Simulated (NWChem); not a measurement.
**OF (Oxygen monofluoride) at 6 levels**

Aim: a comparison of 6 runs (UPBE/def2-SVP, UB3LYP/6-31G*, UPBE0/def2-SVP, UB3LYP/6-311G**, UCCSD(T)/def2-SVP) of OF (Oxygen monofluoride). 

Program for the calculation: NWChem 7.3.0.

1 further run of the same task is left out (set aside as unsound or not needed). Runs told in other sessions of the task aren't counted.

## (1) The structure to begin with

OF has 2 atoms, charge 0, and is taken as a doublet. SMILES: `[O]F`. The coordinates come from a PBE0-D4/def2-TZVP relaxation.

Bond lengths: O1–F2 1.330 Å.

## (2) Energy and forces at UPBE/def2-SVP (run 1)

The input, fo.xyz:

```xyz
2

O      0.000000     0.000000    -0.015950
F      0.000000     0.000000     1.314400
```

The input, fo.nw:

```
start fo
memory total 2200 mb

geometry noautosym nocenter noautoz
load fo.xyz
end

basis spherical bse
* library def2-SVP
end

dft
xc xpbe96 cpbe96
mult 2
grid xfine
convergence energy 1e-08
maxiter 100
mulliken
print low
end

task dft gradient
```

Started as:

```sh
$ nwchem fo.nw > fo.out
```

Output:

```text
[...]
 d= 0,ls=0.0,diis     1   -174.5305209490 -2.03D+02  1.22D-02  1.47D-01     0.3
[...]
 d= 0,ls=0.0,diis     8   -174.5732650099  8.33D-09  3.41D-06  5.02D-08     1.7
[...]
         Total DFT energy =     -174.573265009906
      One electron energy =     -298.914371275137
           Coulomb energy =      114.426336682669
    Exchange-Corr. energy =      -18.724883086268
 Nuclear repulsion energy =       28.639652668830
[...]
      Total Density - Mulliken Population Analysis
     ---------------------------------------------
    Atom       Charge   Shell Charges
 -----------   ------   -------------------------------------------------------
    1 O    8     7.97   1.99  1.18  0.77  2.61  1.40  0.02
    2 F    9     9.03   1.99  1.17  0.80  3.27  1.79  0.01
[...]
      <S2> =      0.7514 (Exact =     0.7500)
                         DFT ENERGY GRADIENTS
    atom               coordinates                        gradient
                 x          y          z           x          y          z
   1 O       0.000000   0.000000  -0.030141    0.000000   0.000000   0.016944
   2 F       0.000000   0.000000   2.483856   -0.000000  -0.000000  -0.016944
 Task  times  cpu:        2.0s     wall:        2.0s
 Total times  cpu:        2.1s     wall:        2.1s
```

Wall time 2.6 s (1 thread of AMD EPYC 9B14 (Zen 4), shared host); peak memory 0.11 GiB.

## (3) Energy and forces at UB3LYP/6-31G(d) (spherical functions) (run 2)

The input, fo.nw:

```
start fo
title "FO B3LYP"
memory 2200 mb
geometry units angstroms noautosym nocenter noautoz
  O     0.000000    0.000000   -0.015950
  F     0.000000    0.000000    1.314400
end
basis spherical bse
  O library 6-31G*
  F library 6-31G*
end
dft
  xc b3lyp
  mult 2
  grid xfine
  convergence energy 1e-08
  iterations 100
  mulliken
end
task dft gradient
```

Started as:

```sh
$ nwchem fo.nw > fo.out
```

Output:

```text
[...]
          Wavefunction type:  spin polarized.
          No. of atoms     :     2
          No. of electrons :    17
[...]
          Charge           :     0
          Spin multiplicity:     2
[...]
          AO basis - number of functions:    28
[...]
              XC Information
              --------------
                         B3LYP Method XC Potential
                     Hartree-Fock (Exact) Exchange  0.200
                        Slater Exchange Functional  0.800 local
                    Becke 1988 Exchange Functional  0.720 non-local
              Lee-Yang-Parr Correlation Functional  0.810
                  VWN I RPA Correlation Functional  0.190 local
[...]
 d= 0,ls=0.0,diis     1   -174.8258158379 -2.03D+02  1.03D-02  1.33D-01     0.3
[...]
 d= 0,ls=0.0,diis    11   -174.8660525593 -7.43D-10  2.07D-07  2.56D-11     2.3
[...]
         Total DFT energy =     -174.866052559332
      One electron energy =     -299.202638967757
           Coulomb energy =      114.607478802555
    Exchange-Corr. energy =      -18.910545062960
 Nuclear repulsion energy =       28.639652668830
[...]
      <S2> =      0.7523 (Exact =     0.7500)
[...]
  wavefunction    = open shell
                         DFT ENERGY GRADIENTS
    atom               coordinates                        gradient
                 x          y          z           x          y          z
   1 O       0.000000   0.000000  -0.030141   -0.000000  -0.000000   0.021205
   2 F       0.000000   0.000000   2.483856    0.000000   0.000000  -0.021205
[...]
```

It took 3.3 s on 1 thread of AMD EPYC 9B14 (Zen 4), shared host; peak memory 0.11 GiB.

Run 3 isn't shown in full; the table further down has it.

## (4) Energy and forces at UB3LYP/6-31G(d) (Cartesian functions) (run 4)

The input, nw.nw:

```
start nw
memory stack 880 mb heap 220 mb global 1100 mb

geometry units angstroms noautosym nocenter noautoz
   O      0.000000     0.000000    -0.015950
   F      0.000000     0.000000     1.314400
end

basis
   * library 6-31G*
end

dft
   xc b3lyp
   mult 2
   grid xfine
   convergence energy 1e-08
   iterations 100
   mulliken
end

task dft gradient
```

Started as:

```sh
$ nwchem nw.nw > nw.out
```

Output:

```text
[...]
          Wavefunction type:  spin polarized.
          No. of atoms     :     2
          No. of electrons :    17
[...]
          Charge           :     0
          Spin multiplicity:     2
[...]
          AO basis - number of functions:    30
[...]
              XC Information
              --------------
                         B3LYP Method XC Potential
                     Hartree-Fock (Exact) Exchange  0.200
                        Slater Exchange Functional  0.800 local
                    Becke 1988 Exchange Functional  0.720 non-local
              Lee-Yang-Parr Correlation Functional  0.810
                  VWN I RPA Correlation Functional  0.190 local
[...]
 d= 0,ls=0.0,diis     1   -174.8276658362 -2.03D+02  1.06D-02  1.45D-01     0.3
[...]
 d= 0,ls=0.0,diis    11   -174.8691233331 -8.98D-10  2.06D-07  3.56D-11     2.5
[...]
         Total DFT energy =     -174.869123333133
      One electron energy =     -299.184139292240
           Coulomb energy =      114.571428361362
    Exchange-Corr. energy =      -18.896065071084
 Nuclear repulsion energy =       28.639652668830
[...]
      <S2> =      0.7523 (Exact =     0.7500)
[...]
  wavefunction    = open shell
                         DFT ENERGY GRADIENTS
    atom               coordinates                        gradient
                 x          y          z           x          y          z
   1 O       0.000000   0.000000  -0.030141   -0.000000  -0.000000   0.020687
   2 F       0.000000   0.000000   2.483856    0.000000   0.000000  -0.020687
[...]
```

It took 3.6 s on 1 thread of AMD EPYC 9B14 (Zen 4), shared host; peak memory 0.11 GiB.

Run 5 isn't shown in full; the table further down has it.

## (5) The energy at UCCSD(T)/def2-SVP (run 6)

The input, run.py:

```python
from ase import Atoms
from ase.calculators.nwchem import NWChem

molecule = Atoms('OF', positions=[
    [0.000000, 0.000000, -0.015950],
    [-0.000000, -0.000000, 1.314400],
])

calc = NWChem(
    label='input',
    theory='tce',
    memory='2200 mb',
    basis='def2-SVP',
    basispar='spherical bse',
    scf={'nopen': '1', 'uhf': None, 'thresh': '1e-08', 'maxiter': '80'},
    tce={'scf': None, 'ccsd(t)': None, 'freeze': 'core 2', 'maxiter': '60'},
    task='energy',
)
molecule.calc = calc

e = molecule.get_potential_energy()
print(f"E = {e:.6f} eV")
```

Started as:

```sh
$ export ASE_NWCHEM_COMMAND="nwchem PREFIX.nwi > PREFIX.nwo"
$ python run.py
```

Output:

```text
E = -4743.943815 eV
```

The calculator wrote input.nwi:

```
title "input"

permanent_dir input

scratch_dir input

start input

geometry units angstrom nocenter noautosym noautoz
  O  0.0000000000000000e+00 0.0000000000000000e+00 -1.5949999999999999e-02
  F  -0.0000000000000000e+00 -0.0000000000000000e+00 1.3144000000000000e+00
end

memory 2200 mb

basis spherical bse noprint
   * library def2-SVP
end

scf
  nopen 1
  uhf
  thresh 1e-08
  maxiter 80
end
tce
  scf
  ccsd(t)
  freeze core 2
  maxiter 60
end

task tce energy
```

input.nwo:

```text
Northwest Computational Chemistry Package (NWChem) 7.3.0
             --------------------------------------------------------

           Job information
           ---------------

    nwchem branch   = 7.3.0
    use scalapack   = T
    input           = input.nwi
    prefix          = input.
    data base       = input/input.db
    status          = startup
    nproc           =        1

           Memory information
           ------------------

[... 5 lines left out ...]
    hardfail = no
[... 100 lines left out ...]
         Quadratically convergent UHF
[... 18 lines left out ...]
         Total SCF energy =   -173.976842541638
[... 2 lines left out ...]
 Nuclear repulsion energy =     28.639652668830
[... 55 lines left out ...]
                    UHF Final Alpha Molecular Orbital Analysis
[... 507 lines left out ...]
 CCSD total energy / hartree       =      -174.328963660681865
[... 14 lines left out ...]
 CCSD[T]  correction energy / hartree =        -0.009805609953632
 CCSD[T] correlation energy / hartree =        -0.361926728997623
 CCSD[T] total energy / hartree       =      -174.338769270635510
 CCSD(T)  correction energy / hartree =        -0.007757405129204
 CCSD(T) correlation energy / hartree =        -0.359878524173195
 CCSD(T) total energy / hartree       =      -174.336721065811076

 Task  times  cpu:        1.4s     wall:        1.4s
 Total times  cpu:        1.5s     wall:        1.5s
```

Wall time 2.5 s (1 thread of AMD EPYC 9B14 (Zen 4), shared host); peak memory 0.14 GiB.

## (6) The series

| run | level | Cartesian functions | task | energy (Eh) | ⟨S²⟩ | largest force (eV/Å) | wall time |
| --- | --- | --- | --- | --- | --- | --- | --- |
| 1 | UPBE/def2-SVP | no | gradient | -174.573265 | 0.751 | 0.871 | 2.6 s |
| 2 | UB3LYP/6-31G* (spherical functions) | no | gradient | -174.866053 | 0.752 | 1.090 | 3.3 s |
| 3 | UPBE0/def2-SVP | no | gradient | -174.561874 | 0.753 | 0.285 | 3.3 s |
| 4 | UB3LYP/6-31G* (Cartesian functions) | yes | gradient | -174.869123 | 0.752 | 1.064 | 3.6 s |
| 5 | UB3LYP/6-311G** | no | gradient | -174.923801 | 0.752 | 0.858 | 4.5 s |
| 6 | UCCSD(T)/def2-SVP | no | energy | -174.336721 | 0.762 | – | 2.5 s |

## (7) Summary of results

| quantity | value |
| --- | --- |
| run 6: total energy | -174.33672 Eh |
| run 6: HOMO energy (Hartree–Fock orbitals) (highest over α and β) | -14.70 eV |
| run 6: LUMO energy (Hartree–Fock orbitals) (lowest over α and β) | 2.33 eV |
| run 6: correlation energy (2 core orbitals frozen) | -359.9 mEh |
| run 6: (T) correction | -7.76 mEh |
| run 6: ⟨S²⟩ of the reference determinant | 0.762 |

In words: Over runs 2, 3, 4, 5 the dipole moment (its size) runs from 0.04 D (UPBE0/def2-SVP) to 0.16 D (UB3LYP/6-31G*). The two ends differ in method and basis. Totals of different functionals can't be ranked against each other. All runs together took 20 s, the longest 4.5 s.
